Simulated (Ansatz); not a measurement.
Cost and result up the ladder for B3H6 (the lowest doublet isomer of a short search) (9 atoms). Total charge 0; doublet. Geometry: PBE-D4/def2-TZVP.

```xyz
9

B     0.508   -0.627   -0.250
B    -0.618    0.094    0.862
B    -0.221    0.940   -0.449
H     1.678   -0.693    0.060
H    -0.593    2.016   -0.784
H    -1.357    0.387    1.744
H    -0.117   -1.038    1.047
H     0.586    0.461   -1.277
H     0.134   -1.540   -0.953
```

Ansatz on 4 threads of Arm Neoverse V1 on a shared host. Times are rough, and most runs start from the orbitals of an earlier one. ωB97X-V/def2-TZVP serves as the yardstick here, not as an exact answer. Differences are given only for rows in sets of like size (and for xTB, whose basis is part of the method), since another set adds its own error. Binding counts from free atoms at the same level (B doublet, H doublet; other spins of the atoms weren't run), without zero-point energy or a counterpoise term.

Correlated methods freeze 3 core orbitals. The structure comes from a short search, and lower isomers may exist.

Correlated methods converge slowly with the basis.

| level | functions | binding energy per atom (eV) | difference from ωB97X-V/def2-TZVP (eV) |
| --- | --- | --- | --- |
| PBE-D4/def2-TZVPD | 165 | 3.39 | 0.08 |
| HF/STO-3G | 21 | 3.57 | – |
| MP2/def2-TZVP | 129 | 3.19 | -0.12 |
| r2SCAN-D4/def2-TZVPD | 165 | 3.39 | 0.08 |
| B97M-V/def2-TZVP | 129 | 3.37 | 0.06 |
| HF/6-31G | 39 | 2.49 | – |
| CCSD(T)/def2-TZVPP | 177 | 3.21 | -0.10 |
| PBE0-D4/def2-TZVPD | 165 | 3.36 | 0.05 |
| ωB97X-V/def2-TZVP | 129 | 3.31 | 0.00 |
| HF/def2-TZVP | 129 | 2.58 | -0.73 |
| PBE-D4/def2-TZVP | 129 | 3.39 | 0.08 |
| revPBE-D4/def2-TZVP | 129 | 3.32 | 0.01 |
| LDA (SPW92)/def2-TZVP | 129 | 3.76 | 0.45 |
| r2SCANh-D4/def2-TZVP | 129 | 3.38 | 0.07 |

(1) Estimate how long each takes.

Answers

(1) HF/STO-3G 0.1 s; HF/6-31G 0.15 s; HF/def2-TZVP 0.45 s; LDA (SPW92)/def2-TZVP 0.6 s; MP2/def2-TZVP 0.65 s; PBE-D4/def2-TZVP 1.1 s; revPBE-D4/def2-TZVP 1.1 s; PBE-D4/def2-TZVPD 1.9 s; PBE0-D4/def2-TZVPD 2.1 s; r2SCANh-D4/def2-TZVP 2.4 s; r2SCAN-D4/def2-TZVPD 3.4 s; ωB97X-V/def2-TZVP 3.8 s; B97M-V/def2-TZVP 4.1 s; CCSD(T)/def2-TZVPP 4.1 min. On shared hardware such times vary by a factor of up to 3.
